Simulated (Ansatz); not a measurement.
Isomers of C₃H₅FO₂, relaxed with PBE0-D4/def2-TZVP in Ansatz; electronic energies, one conformer each and not always the lowest. Functionals use def2-TZVPP; CBS adds triple-zeta CCSD(T) − MP2 to the MP2 limit of def2-TZVPP and def2-QZVPP.

Question: Order them by energy at frozen-core CCSD(T)/CBS, lowest first. (Best estimate.)
A. `OC1(F)COC1`
B. `COC1(F)CO1`
C. `CC1(F)OCO1`

Answer: C (0.0 kJ/mol), A (53.3 kJ/mol), B (75.1 kJ/mol).

Question: How do PBE-D4, PBE0-D4, ωB97M-V, B3LYP place them (kJ/mol, against `CC1(F)OCO1`)? (An estimate is asked.)

Answer: Computed: 
| isomer | PBE-D4 | PBE0-D4 | ωB97M-V | B3LYP |
| --- | --- | --- | --- | --- |
| `OC1(F)COC1` | 52.7 | 54.3 | 56.0 | 54.4 |
| `COC1(F)CO1` | 65.0 | 71.9 | 74.2 | 65.4 |

B3LYP here is the variant with VWN-RPA as its local correlation; programs differ in this.
